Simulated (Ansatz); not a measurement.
```yaml
crystal:
  periodic: [false, false, false]
  atoms:
    - {symbol: Hf, position_ang: [-0.112768, 0.055888, -0.207195]}
    - {symbol: N, position_ang: [1.402215, -0.790445, 0.983994]}
    - {symbol: N, position_ang: [-0.482230, 1.628899, 0.795192]}
    - {symbol: N, position_ang: [0.517044, -1.550651, 0.861140]}
basis:
  gaussian: {orbitals: def2-TZVP}
magnetization: {spin_polarized: true, initial_magnetization: 3}
hamiltonian: {xc: pbe0}
relax: {f_tol: 0.004, max_steps: 80}
```

```sh
$ ansatz run in.yaml --threads 1 --pin off --events-out ev --progress --plain --max-ram 2176MiB
```

Steps of the relaxation (energy above the last step; positions in Å, forces in eV/Å):

```
4
step 1, 544.6 meV
Hf   -0.113    0.056   -0.207   -1.753    3.821   -1.348
N     1.402   -0.790    0.984    0.337   -1.025    0.391
N    -0.482    1.629    0.795    0.140   -1.199   -0.711
N     0.517   -1.551    0.861    1.276   -1.597    1.668
```

```
4
step 2, 158.4 meV
Hf   -0.094    0.149   -0.245   -0.609    1.674   -0.022
N     1.463   -0.873    0.939   -1.471   -1.441    0.088
N    -0.548    1.626    0.790    0.154   -0.784   -0.591
N     0.503   -1.558    0.949    1.927    0.551    0.525
```

```
4
step 3, 36.1 meV
Hf   -0.061    0.240   -0.238   -0.118    0.419    0.288
N     1.511   -0.975    0.885   -1.953   -1.127    0.223
N    -0.629    1.643    0.762    0.131   -0.377   -0.288
N     0.504   -1.565    1.025    1.940    1.086   -0.223
```

```
4
step 4, 12.0 meV
Hf   -0.060    0.253   -0.247    0.101   -0.239   -0.285
N     1.500   -0.972    0.880   -0.988   -0.627    0.165
N    -0.617    1.609    0.765   -0.152    0.335    0.232
N     0.501   -1.547    1.035    1.039    0.532   -0.112
```

```
4
step 8, 0.0 meV
Hf   -0.053    0.263   -0.241    0.000    0.000   -0.002
N     1.506   -0.999    0.872    0.003    0.002    0.000
N    -0.641    1.633    0.758    0.001   -0.002    0.001
N     0.512   -1.553    1.043   -0.004    0.000    0.001
```

Close pairs at the end: N2–N4 1.150 Å, Hf1–N3 1.795 Å, Hf1–N2 2.294 Å, Hf1–N4 2.294 Å.

A stationary point of unrestricted PBE0 after 8 steps, with ⟨S²⟩ = 3.756 against 3.75 for a pure state; no frequencies were run, so it isn't proven a minimum. 58 s on 1 thread of AMD EPYC 9R45, shared host.
